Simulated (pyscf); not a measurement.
PySCF, gas phase, ωB97X-D3(BJ)/def2-SVP geometries.

### Question
For H₂B–AsH₂ + H₂O → HO–BH–AsH₂ + H₂, a four-centre exchange (singlet surface; B–H, H–O broken, B–O, H–H formed), PBE/def2-TZVP gives ΔE‡ = 24.7 kJ/mol and ΔE = -121.0 kJ/mol (zero: the separated reactants). In which direction and how far do B3LYP-D3(BJ)/def2-TZVP, PBE0-D3(BJ)/def2-TZVP, ωB97M-D3(BJ)/def2-TZVP move these?

### Answer
B3LYP-D3(BJ): ΔE‡ = 52.7 kJ/mol, ΔE = -121.8 kJ/mol; PBE0-D3(BJ): ΔE‡ = 33.5 kJ/mol, ΔE = -117.7 kJ/mol; ωB97M-D3(BJ): ΔE‡ = 48.1 kJ/mol, ΔE = -120.5 kJ/mol. PBE's barrier lies under all of them, by 8.8 to 28.0 kJ/mol. Its reaction energy matches one of them and lies within 3.2 kJ/mol of the others. On the reactant side the descent ends in an adduct with a B–O contact, 62.6 kJ/mol under the separated species and 113.3 kJ/mol under the saddle at ωB97X-D3(BJ)/def2-TZVP. What is counted as formed (B–O) is already present as a longer contact in the reactant adduct; forming that adduct is a step of its own. At the saddle there is also a short B–H contact that neither side keeps. This is the saddle that the search found; another between the same sides may lie lower. Elements up to Kr have no core potential and no relativistic terms here.
